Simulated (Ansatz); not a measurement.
A nudged elastic band was laid between two geometries of Al2H4O (7 atoms, charge 0, multiplicity 1).

Method: RKS CAM-B3LYP-D4/def2-SVP (Ansatz).

```
movable images  : 7
climbing image  : yes
spring          : 0.1 eV/Å²
optimiser       : quadratic models (default)
start path      : through a guess of the saddle point
force threshold : 0.05 eV/Å
iteration limit : 60
end points      : relaxed
```

Image 0:

```xyz
7
Properties=species:S:1:pos:R:3
O -1.758 -0.903 -0.391
Al -0.411 0.061 -0.811
Al 1.323 0.344 1.058
H -2.501 -1.114 -0.962
H -0.382 0.667 -2.286
H 2.537 -0.668 1.245
H 1.253 1.544 2.102
```

Image 8:

```xyz
7
Properties=species:S:1:pos:R:3
O -2.339 -1.202 -0.556
Al -0.892 -0.472 -0.206
Al 1.494 0.744 0.341
H -3.172 -1.621 -0.756
H 1.656 1.458 -1.073
H 0.989 1.610 1.579
H 2.325 -0.584 0.625
```

What changes between the two ends?

Bonds broken: Al2–H5. Bonds formed: Al3–H5.

Give the energies along the band, and the barrier.

The run converged. The highest image is number 4 of 0 to 8, 13.9 kcal/mol above the first end and 12.5 kcal/mol above the last; the last end lies 1.4 kcal/mol above the first. Another band between the same ends (7 images) ends at a top of the same energy, where a vibrational analysis finds 1 clearly imaginary mode. The orbitals stay closed-shell, which can raise the energy where a bond breaks towards radicals; this wasn't checked here.

| image | path coordinate (Å) | energy (kcal/mol) | Al2–H5 (Å) | Al3–H5 (Å) |
| --- | --- | --- | --- | --- |
| 0 | 0.00 | 0.0 | 1.59 | 3.77 |
| 1 | 1.56 | 0.9 | 1.59 | 3.76 |
| 2 | 3.12 | 0.8 | 1.59 | 3.77 |
| 3 | 4.68 | 1.3 | 1.59 | 3.54 |
| 4 | 6.24 | 13.9 | 1.69 | 2.35 |
| 5 | 6.95 | 4.9 | 2.16 | 1.69 |
| 6 | 7.65 | 2.5 | 2.75 | 1.61 |
| 7 | 8.33 | 1.7 | 3.09 | 1.60 |
| 8 | 9.01 | 1.4 | 3.31 | 1.59 |

What is the geometry of the highest image?


```xyz
7
Properties=species:S:1:pos:R:3:forces:R:3
O -1.624 -1.266 -1.387 0.00 0.00 0.00
Al -0.397 -0.506 -0.512 0.00 0.00 0.00
Al 1.542 0.376 0.590 0.00 0.00 0.00
H -2.568 -1.086 -1.387 0.00 0.00 0.00
H -0.776 0.759 0.539 0.00 0.00 0.00
H 1.770 -0.082 2.087 0.00 0.00 0.00
H 2.114 1.738 0.023 0.00 0.00 0.00
```

Run time: 3.8 min on 2 threads of Intel(R) Xeon(R) Platinum 8375C CPU @ 2.90GHz (Ice Lake), with other jobs on the host, peak memory 0.17 GiB.
